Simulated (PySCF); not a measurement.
Rows and methods have been separated. Pair them.

Compound: PH4 (charge +1).
SMILES: `[PH4+]`

The closed-shell ground state was solved 4 times with PySCF (density fitting, gas phase), always in the pcSseg-2 basis (99 functions), with these functionals: B97-2, KT3, PBE0 and wB97X-D. Isolated species at its PBE0-D3(BJ)/def2-TZVP geometry, gas phase.

```
row  total energy (Eh)  HOMO (eV)  LUMO (eV)
  P          -343.4928     -18.95      -6.09
  Q          -343.4688     -21.14      -4.15
  R          -343.3312     -19.18      -6.03
  S          -346.0503     -17.94      -7.12
```

Problem. Which functional belongs to which row?

Solution. P = B97-2, Q = wB97X-D, R = PBE0, S = KT3. By rising HOMO–LUMO gap: KT3 (GGA) 10.82 eV; B97-2 (global hybrid, 21 % exact exchange) 12.86 eV; PBE0 (global hybrid, 25 % exact exchange) 13.15 eV; wB97X-D (range-separated hybrid) 16.99 eV. Total energies of different functionals aren't bounds to one another; each is stationary for its own functional.

Note: wB97X-D ran without an empirical dispersion term, which enters the total energy and its gradient alone.
